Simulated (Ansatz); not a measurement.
The first iterations of a band of H₅NSi (7 atoms, charge 0, multiplicity 1).

Computed with RKS B3LYP/6-31G* in Ansatz 0.2.0.

```
movable images  : 5
climbing image  : yes
spring          : 5.0 eV/Å²
optimiser       : quadratic models (default)
start path      : straight line
force threshold : 0.05 eV/Å
iteration limit : 60
end points      : relaxed
```

Image 0:

```xyz
7
Properties=species:S:1:pos:R:3
Si 0.167 0.068 0.111
H 0.153 0.055 1.607
H 1.592 0.123 -0.312
N -0.669 1.373 -0.675
H -1.680 1.407 -0.617
H -0.285 2.309 -0.606
H -0.456 -1.205 -0.339
```

Image 6:

```xyz
7
Properties=species:S:1:pos:R:3
Si 0.041 0.364 -1.428
H 1.364 -0.830 2.075
H 1.961 -0.454 1.842
N -1.016 1.638 -0.940
H -1.881 1.543 -0.418
H -0.815 2.607 -1.158
H -0.830 -0.738 -0.806
```

| iteration | highest image above the first end (eV) | largest band force component (eV/Å) |
| --- | --- | --- |
| 1 | 5.457 | 7.147 |
| 2 | 3.645 | 3.874 |
| 3 | 2.806 | 6.853 |
| 4 | 2.663 | 2.116 |
| 5 | 2.744 | 0.777 |

Problem. Does the band converge within its limit, and where does its top end?

Solution. The run converged. It ended after 16 iterations with the highest image 2.810 eV above the first end. Neighbouring images differ by up to 2.6 eV, so the band resolves the path poorly. Another band between the same ends (5 images) ends at a top of the same energy, where a vibrational analysis finds 1 clearly imaginary mode. The orbitals stay closed-shell, which can raise the energy where a bond breaks towards radicals; this wasn't checked here.

Time of the run: 50 s on 1 thread of Intel(R) Xeon(R) 6975P-C (Granite Rapids), on a shared host, peak memory 0.11 GiB.
